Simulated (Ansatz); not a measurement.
# C6H6: the cost of one run

Method: the levels named in each step, in Ansatz 0.2.0.

## Step 1: The starting structure

Bond lengths: C1–C2 1.197 Å, C2–C3 1.448 Å, C3–C4 1.539 Å, C4–C5 1.448 Å, C5–C6 1.197 Å, C1–H7 1.049 Å, C3–H8 1.093 Å, C3–H9 1.095 Å, C4–H10 1.095 Å, C4–H11 1.093 Å, C6–H12 1.049 Å. Angles (14 of 16 angles, heavy atoms first): C1–C2–C3 178.1°, C2–C3–C4 110.9°, C3–C4–C5 110.9°, C4–C5–C6 178.1°, C2–C1–H7 178.8°, C2–C3–H8 109.4°, C2–C3–H9 109.1°, C4–C3–H8 109.7°, C4–C3–H9 109.6°, C3–C4–H10 109.6°, C3–C4–H11 109.7°, C5–C4–H10 109.1°, C5–C4–H11 109.4°, C5–C6–H12 178.8°.

As a file:

```xyz
12

C     2.9852    0.1817    0.1722
C     1.8077    0.3241    0.3302
C     0.3751    0.4652    0.4848
C    -0.3751   -0.4629   -0.4870
C    -1.8077   -0.3256   -0.3287
C    -2.9852   -0.1832   -0.1708
H     4.0210    0.0720    0.0497
H     0.0906    1.5031    0.2953
H     0.0990    0.2185    1.5157
H    -0.0906   -1.5031   -0.2953
H    -0.0990   -0.2185   -1.5157
H    -4.0210   -0.0736   -0.0482
```

## Step 2: A rough first relaxation, PBE-D4/def2-SVP

The input, input.yaml:

```yaml
crystal:
  periodic: [false, false, false]
  atoms:
    - { symbol: C, position_ang: [2.9852, 0.18167, 0.17224] }
    - { symbol: C, position_ang: [1.80774, 0.32405, 0.3302] }
    - { symbol: C, position_ang: [0.37511, 0.46525, 0.4848] }
    - { symbol: C, position_ang: [-0.37513, -0.46289, -0.48705] }
    - { symbol: C, position_ang: [-1.80773, -0.32557, -0.32875] }
    - { symbol: C, position_ang: [-2.98519, -0.18321, -0.17078] }
    - { symbol: H, position_ang: [4.02103, 0.07199, 0.04972] }
    - { symbol: H, position_ang: [0.09057, 1.50312, 0.29526] }
    - { symbol: H, position_ang: [0.09897, 0.21845, 1.51566] }
    - { symbol: H, position_ang: [-0.09057, -1.50312, -0.29526] }
    - { symbol: H, position_ang: [-0.09897, -0.21845, -1.51566] }
    - { symbol: H, position_ang: [-4.02102, -0.0736, -0.04819] }
basis:
  gaussian: { orbitals: def2-SVP }
hamiltonian:
  xc: pbe
  dispersion: d4
relax:
  f_tol: 0.03
  max_steps: 200
```

Command:

```
> ansatz run input.yaml --threads 8 --pin off --max-ram 22528MiB --backend cpu --events-out ev --progress --plain --runs-dir out
```

**Question.** How long does this run take on 8 threads of Intel Xeon at 2.50GHz (Skylake/Cascade Lake), shared host, and how much memory does it need?

About 19 s, with a peak of 0.16 GiB.
